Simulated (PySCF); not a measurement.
# One molecule, many functionals

C3H5FOS.
Atom-mapped SMILES: `[O:1]=[S@@:2]1[CH2:3][CH2:4][C@@H:5]1[F:6]` (hydrogens: H7, H8 on C3; H9, H10 on C4; H11 on C5)

Linear-response calculations in the def2-SVPD basis (PySCF; singlets by full response, triplets Tamm–Dancoff, core orbitals frozen in the response; HF means time-dependent Hartree–Fock). 'Strongest' is the level of largest summed f among the singlets computed (10 roots, of which the last may lack a degenerate partner); it can jump between rows when another state enters that window. S1 is the lowest singlet of each run and needn't be the same state throughout; f(S1) is that of one state. Isolated species at its PBE0-D3(BJ)/def2-SVP geometry (one conformer only).

```tsv
functional	kind	S1 (eV)	f(S1)	strongest (eV)	T1 (eV)	HOMO (eV)	gap (eV)	ionisation energy, ΔSCF (eV)
LDA	LDA	4.68	0.016	6.24	4.08	-5.86	4.32	9.20
B3LYP	global hybrid, 20% exact exchange	4.97	0.021	6.58	4.22	-6.83	6.10	9.16
PBE0	global hybrid, 25% exact exchange	5.09	0.022	6.83	4.26	-7.04	6.57	9.13
BHandHLYP	global hybrid, 50% exact exchange	5.44	0.030	7.41	4.52	-8.32	8.69	9.09
CAM-B3LYP	range-separated hybrid	5.16	0.025	6.58	4.34	-8.41	8.90	9.25
wB97X-D	range-separated hybrid	5.19	0.024	6.81	4.42	-8.89	10.16	9.21
LC-wPBE	range-separated hybrid	5.35	0.026	7.21	4.41	-9.67	11.29	9.34
HF	Hartree–Fock	6.16	0.050	7.82	4.84	-10.28	12.33	not settled
```

What does PBE (GGA) give?

S1 (eV) 4.67, f(S1) 0.017, strongest (eV) 6.17, T1 (eV) 4.00, HOMO (eV) -5.69, gap (eV) 4.34, ionisation energy, ΔSCF (eV) 8.98. S1 runs from 4.67 eV (PBE) to 6.16 eV (HF), a spread of 1.49 eV, while the orbital gap spreads over 8.0 eV. Along PBE (0%), B3LYP (20%), PBE0 (25%), BHandHLYP (50%), HF (100%) S1 rises with the share of exact exchange. −ε(HOMO) comes closest to its own ΔSCF ionisation energy with wB97X-D (-0.32 eV) and misses most with LDA (-3.34 eV). 'Not settled' means that the ion's SCF failed to converge or may have ended in another state than the lowest.
